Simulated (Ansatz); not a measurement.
Relaxing Y₂Si₃

Method: Ansatz 0.2.0, DFT PBE, scalar-relativistic, plane waves, PAW. Cutoff 420 eV, Γ-centred k mesh, Gaussian smearing, no spin polarisation in the final step.

The start is a random cell of Y₂Si₃ with space group P-6 (No. 174), drawn with lower limits on the distances.

```yaml
crystal:
  lattice:
    - [4.49000, 0.00000, 0.00000]
    - [-2.24500, 3.88846, 0.00000]
    - [0.00000, 0.00000, 6.64162]
  atoms:
    - { symbol: Y, position: [0.00000, 0.00000, 0.25000] }
    - { symbol: Y, position: [0.00000, 0.00000, 0.75000] }
    - { symbol: Si, position: [0.78867, 0.09160, 0.00000] }
    - { symbol: Si, position: [0.30292, 0.21133, 0.00000] }
    - { symbol: Si, position: [0.90840, 0.69708, 0.00000] }
```

Cell and atoms relax at zero pressure; the relaxation can't lower the symmetry of the start. After a coarse first stage the cell is made exact in the group found at 0.06 Å.

The zero of energy is the elements' standard structures at the same level; no fitted shifts are applied.

**Question.** Which crystal results?

**Answer.** It ends in P-62m (No. 189). Conventional cell: a = 4.351 Å, c = 8.383 Å. Around Y lie 3 Si at 2.89 Å; Si is coordinated by 6 Si at 2.50–2.53 Å and 2 Y at 2.89 Å.

```cif
data_structure
_symmetry_space_group_name_H-M 'P-62m'
_symmetry_Int_Tables_number 189
_cell_length_a 4.3509
_cell_length_b 4.3509
_cell_length_c 8.3829
_cell_angle_alpha 90.000
_cell_angle_beta 90.000
_cell_angle_gamma 120.000
_cell_volume 137.43
loop_
_atom_site_label
_atom_site_type_symbol
_atom_site_symmetry_multiplicity
_atom_site_Wyckoff_symbol
_atom_site_fract_x
_atom_site_fract_y
_atom_site_fract_z
_atom_site_occupancy
Y1 Y 2 e 0.00000 0.00000 0.29679 1
Si1 Si 3 f 0.66430 0.00000 0.00000 1
```

**Question.** What are its volume, energy, density and gap?

**Answer.** The volume per atom is 27.49 Å³. The density is 3.17 g/cm³ and the energy over the elements is 0.42 eV/atom. The gap on the 12×12×6 mesh is 0 eV (a metal).

The final run used a 12×12×6 mesh on its 5-atom cell and 0.10 eV smearing. For metals, differences of a few meV/atom aren't resolved. Symmetry constrained the relaxation, so the result can be a saddle point.

Cost: 2 runs of about 3.4 core-minutes in all, on Arm Neoverse V1 (shared hosts).